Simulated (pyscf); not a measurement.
Single points on ωB97X-D3(BJ)/def2-SVP structures (PySCF, gas phase).

For Cl–CH(Cl)–Cl + difluorocarbene (F–C:–F) [singlet] → F–C(F)=C(Cl)–Cl + hydrogen chloride (HCl), a concerted two-bond exchange (singlet surface; C–Cl, C–H broken, C–C, Cl–H formed), PBE/def2-TZVP gives ΔE‡ = 35.6 kcal/mol and ΔE = -38.5 kcal/mol (zero: the separated reactants). In which direction and how far do B3LYP-D3(BJ)/def2-TZVP, PBE0-D3(BJ)/def2-TZVP, ωB97M-D3(BJ)/def2-TZVP move these?

B3LYP-D3(BJ): ΔE‡ = 43.8 kcal/mol, ΔE = -37.0 kcal/mol; PBE0-D3(BJ): ΔE‡ = 43.6 kcal/mol, ΔE = -39.0 kcal/mol; ωB97M-D3(BJ): ΔE‡ = 54.5 kcal/mol, ΔE = -33.9 kcal/mol. PBE's barrier lies under all of them, by 8.0 to 18.9 kcal/mol. Its reaction energy lies among theirs. Low barriers are usual for a GGA, whose delocalisation error favours stretched bonds. One saddle was located; it need not be the lowest between these sides. A restricted solution here is unstable towards spin polarisation, so biradical character is likely and single-reference numbers are less safe.
